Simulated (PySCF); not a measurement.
## Diatomics with 19 electrons

PBE0 in PySCF with def2-TZVPPD on every atom, for the lowest determinant that a PBE0 search found; no spin–orbit coupling. All have 19 electrons, 7 of them in the valence shells, and the same state, a quartet (σ ↑, π ↑↑). For ions De leads to the atom and ion picked by measured ionisation energies and electron affinities.

```tsv
species	difference of nuclear charges	Re (Å)	ωe (cm⁻¹)	k (mdyn/Å)	De (eV)	dissociates to
SiB	9	1.904	772	2.77	3.56	Si + B
AlN⁺	6	2.043	336	0.613	0.40	Al⁺ + N
SiC⁺	8	1.816	841	3.50	3.83	Si⁺ + C
BP⁺	10	1.846	779	2.90	3.01	B⁺ + P
```

Task: Which member of the whole set has the stiffest bond, and how does it compare with the softest?

Result: SiC⁺ with k = 3.50 mdyn/Å, 5.7 times that of AlN⁺.

Weak bonds: AlN⁺. Basis-set superposition, not corrected here, can be much of De in a small basis, most of all at correlated wavefunction levels. For an ion De counts to the pair picked by the measured ionisation energies or electron affinities, which need not be the lowest pair at this level. States were picked by a PBE0 search and need not be the measured ground states.
